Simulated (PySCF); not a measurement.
Relaxation of triplet SF(OH)

All numbers come from UPBE0 in PySCF with S def2-TZVP, F def2-TZVP, O def2-TZVP, H def2-TZVP; no relativity; density-fitted integrals. A (50,194) grid was used.

A hand-made linear (heavy-atom frame) start, of Cs symmetry, held to at least that symmetry:

```xyz
4
charge 0 multiplicity 3, angstrom
S    -0.0109    0.0000   -0.0424
F    -0.0109    0.0000    1.6276
O    -0.0109    0.0000   -1.7024
H     0.7245    0.0000   -2.3195
```

**Question.** What forces act on the atoms at the start (eV/Å)?

**Answer.** 
```tsv
atom	Fx	Fy	Fz
S1	-0.57	0.00	-0.29
F2	0.35	0.00	0.79
O3	-0.18	0.00	-0.48
H4	0.40	0.00	-0.02
```

**Question.** What does it relax to?

**Answer.** It ends at Cs with O–H 0.967 Å, S–F 1.707 Å, S–O 1.680 Å; F–S–O 156.1°, H–O–S 113.8° (after a last refinement on a finer grid). A frequency run shows a minimum. Other isomers or separated fragments may lie lower.

**Question.** How much energy is released, and in how many steps?

**Answer.** 25.4 kJ/mol in 8 steps.

At this level a singlet minimum of C1 symmetry lies 148 kJ/mol below this structure.
